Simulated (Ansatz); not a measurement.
Geometry optimisation, Ansatz, RKS r2SCAN-D4/def2-TZVP.

input.yaml

```yaml
crystal:
  periodic: [false, false, false]
  atoms:
    - { symbol: B, position_ang: [-0.061086, -0.401489, -0.475559] }
    - { symbol: C, position_ang: [-0.021164, -0.175117, 2.309605] }
    - { symbol: H, position_ang: [-1.006136, -0.234573, 2.768203] }
    - { symbol: H, position_ang: [0.740321, -0.58063, 2.973736] }
    - { symbol: H, position_ang: [0.214991, 0.857446, 2.062782] }
    - { symbol: H, position_ang: [1.005813, 0.110237, -0.626562] }
    - { symbol: H, position_ang: [-1.063833, 0.240296, -0.560457] }
    - { symbol: H, position_ang: [-0.128432, -1.577035, -0.301254] }
    - { symbol: H, position_ang: [-0.030774, -0.811135, 1.402405] }
basis:
  gaussian: { orbitals: def2-TZVP }
hamiltonian:
  xc: r2scan
  dispersion: d4
relax:
  f_tol: 0.03
  max_steps: 50
output:
  orbitals: {}
```

Launched with:

```bash
$ ansatz run input.yaml --threads 4 --pin off --max-ram 5120MiB --backend cpu --events-out ev --progress --plain --runs-dir out
```

Question: Where does it end, and by what steps?

Answer: The run converged. After 6 steps the energy has fallen by 0.044 eV; H8 moved furthest, 0.21 Å.

```tsv
step	energy less start (eV)	largest force component (eV/Å)	accepted
0	0.0000	0.304	yes
1	-0.0127	0.550	yes
2	-0.0348	0.211	yes
3	-0.0408	0.092	yes
4	-0.0434	0.065	yes
5	-0.0432	0.058	no
6	-0.0438	0.019	yes
```

```xyz
9
Properties=species:S:1:pos:R:3
B -0.060 -0.402 -0.426
C -0.022 -0.178 2.280
H -1.002 -0.182 2.753
H 0.748 -0.482 2.988
H 0.202 0.814 1.895
H 1.009 0.122 -0.488
H -1.052 0.258 -0.420
H -0.141 -1.590 -0.509
H -0.032 -0.931 1.478
```

Whether the end is a true minimum wasn't checked by a vibrational analysis.

Run time: 11 s on 4 threads of AMD EPYC 7R43 64-Core Processor (Zen 3) (shared host), peak memory 0.18 GiB.
